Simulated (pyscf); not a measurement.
Structures and frequencies: ωB97X-D3(BJ)/def2-SVP in PySCF. Correlated levels are frozen-core, on RHF or UHF. ΔMP2 is the change of the MP2 total energy from the triple- to the quadruple-zeta basis.

SMILES: C=[CH][GaH][Cl]
```xyz
8

C      0.8204    -1.0265    -0.0341
C     -0.4810    -0.7029    -0.0214
Ga    -1.0742     0.8794     0.9223
Cl    -3.1838     1.3186     0.8912
H      1.5764    -0.4176     0.4788
H      1.2008    -1.9145    -0.5558
H     -1.1899    -1.3504    -0.5522
H     -0.1731     1.8758     1.7091
```
Charge 0, spin multiplicity 1.

Q: How much does it cost (ΔH, 298 K, CCSD(T)/def2-TZVPP + ΔMP2(QZVPP)) to split `[CH2]=[CH][GaH][Cl]` at its C–Ga bond into •HC=CH₂ + [Cl–GaH]•?

A: C–Ga to •HC=CH₂ + [Cl–GaH]•: 86.9 kcal/mol. The radicals are drawn with the spin at the cut bond; how far it spreads was not checked. Other isomers of •HC=CH₂ were not searched in full and may lie lower. The CCSD(T) − MP2 part came from Ansatz, without density fitting, on the same reference. A UHF reference is spin-contaminated (<S²> up to 0.96), which harms MP2 most. The frozen core leaves the outer d or s,p core shells of the metals and heavy elements correlated in the MP2 and CC values, and def2-TZVPP describes them poorly, which can shift differences by a few kcal/mol. Elements up to Kr have no core potential and no relativistic terms here.
